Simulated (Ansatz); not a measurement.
# CH3N2 (doublet): from Hartree-Fock to the top rungs at distance N1–H4 along a hydrogen transfer = 1.601 Å, cc-pVDZ

Aim: climb from Hartree-Fock through coupled cluster and multireference methods for CH3N2 (doublet) at one geometry and basis, and see what each rung misses.

Method: cc-pVDZ, core rule «outside noble gas», up to 3 orbitals frozen; program: Ansatz 0.2.0, Gaussian basis.

To be run: UHF; CCSD(T) on ROHF; CCSD(T) on UHF; BCCD(T) on ROHF; CISD; CCSDT(Q) on ROHF; CCSDT(Q) on UHF; CASSCF and MRCISD+Q, 3 electrons in 3 orbitals; CASSCF and NEVPT2, 3 electrons in 3 orbitals.

### Step 1. The geometry

The geometry derives from fragments relaxed apart (PBE0/def2-TZVP) and kept rigid, so it is no stationary point. A hydrogen atom is moved between rigid fragments.

6 atoms, charge 0, spin multiplicity 2.

Atoms are counted from 1 here; the program's logs count them from 0.

Bond lengths: N1–H2 1.012 Å, N1–H3 1.012 Å, H4–C6 1.090 Å, N5–C6 1.160 Å. Angles: H2–N1–H3 107.1°, H4–C6–N5 180.0°.

### Step 2. UHF

Input file in.yaml:

```yaml
crystal:
  periodic: [false, false, false]
  atoms:
    - {symbol: N, position_ang: [-2.027420, -0.013242, -0.020610]}
    - {symbol: H, position_ang: [-2.324700, 0.954591, -0.020610]}
    - {symbol: H, position_ang: [-2.324699, -0.415542, 0.859649]}
    - {symbol: H, position_ang: [-0.426420, -0.013242, -0.020611]}
    - {symbol: N, position_ang: [1.823664, -0.013241, -0.020611]}
    - {symbol: C, position_ang: [0.663580, -0.013241, -0.020611]}
basis:
  gaussian: {orbitals: cc-pVDZ}
magnetization: {spin_polarized: true, initial_magnetization: 1}
hamiltonian: {xc: hf}
output: {orbitals: {seedname: orbitals}}
```

The run is started by

```
$ ansatz run in.yaml --threads 1 --pin off --events-out ev --progress --plain --max-ram 2816MiB --backend cpu
```

After this run come: CCSD(T) on ROHF; CCSD(T) on UHF; BCCD(T) on ROHF; CISD; CCSDT(Q) on ROHF; CCSDT(Q) on UHF; CASSCF and MRCISD+Q, 3 electrons in 3 orbitals; CASSCF and NEVPT2, 3 electrons in 3 orbitals.

Before running them: what should the planned runs give, taken together? Wanted: UCCSDT(Q) below the RHF energy; RMP2 from UCCSDT(Q); UMP2 from UCCSDT(Q); RCCSD from UCCSDT(Q); RCCSD(T) from UCCSDT(Q); UCCSD(T) from UCCSDT(Q); RCCSDT(Q) from UCCSDT(Q); NEVPT2 pair from UCCSDT(Q); MRCISD+Q pair from UCCSDT(Q).

**Answer**, as computed:

| quantity | value |
| --- | --- |
| UCCSDT(Q) below the RHF energy | -13.1551 eV |
| RMP2 from UCCSDT(Q) | +1207.5 meV |
| UMP2 from UCCSDT(Q) | +1225.7 meV |
| RCCSD from UCCSDT(Q) | +486.8 meV |
| RCCSD(T) from UCCSDT(Q) | +63.1 meV |
| UCCSD(T) from UCCSDT(Q) | +63.2 meV |
| RCCSDT(Q) from UCCSDT(Q) | +1.4 meV |
| NEVPT2 pair from UCCSDT(Q) | +1234.8 meV |
| MRCISD+Q pair from UCCSDT(Q) | +334.2 meV |
| levels within 1 kcal/mol (43 meV) | RCCSDT(Q) |
| T1 diagnostic | 0.016 |

**Reading.** RCCSD(T) misses by +63.1 meV, 0.5 % of the correlation energy. Of the multireference levels listed MRCISD+Q pair comes nearest in total energy (+334.2 meV), which doesn't show that its space is the better one. These misses are within one basis, not against nature; the frozen cores of restricted and unrestricted runs differ, which can shift their rows.
